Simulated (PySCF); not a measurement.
Isomers of C2H3F3, one conformer each; single-point electronic energies without zero-point terms and without any empirical dispersion term.

All values: wB97X-D/pcSseg-2 (PySCF, non-relativistic), each on one gas-phase PBE0-D3(BJ)/def2-TZVP geometry that isn't relaxed in the solvent. The solvent is an IEF-PCM continuum (Bondi radii, 1.10 Å for H, scaled by 1.2). The model holds no explicit solvent molecules, cavitation or dispersion.

```tsv
isomer	relative energy, gas (kcal/mol)	dipole (D)
`CC(F)(F)F`	0.0	2.35
`FCC(F)F`	19.1	1.57
```

Problem. How do the relative energies look in chloroform (ε = 4.711)?

Solution. 
```json
{"isomer": "`CC(F)(F)F`", "relative energy, solvent (kcal/mol)": "0.0", "E(solvent) − E(gas) (kcal/mol)": "-2.2", "dipole in solvent (D)": "2.67"}
{"isomer": "`FCC(F)F`", "relative energy, solvent (kcal/mol)": "18.1", "E(solvent) − E(gas) (kcal/mol)": "-3.3", "dipole in solvent (D)": "1.83"}
```

The order is unchanged. Conformers: `[F:1][CH2:2][CH:3]([F:4])[F:5]` with F1–C2–C3–F4 174°. `FCC(F)F` gains most from the continuum, while `CC(F)(F)F` has the largest gas-phase dipole. The gains span 1.1 kcal/mol, the gas-phase energies 19.1 kcal/mol.
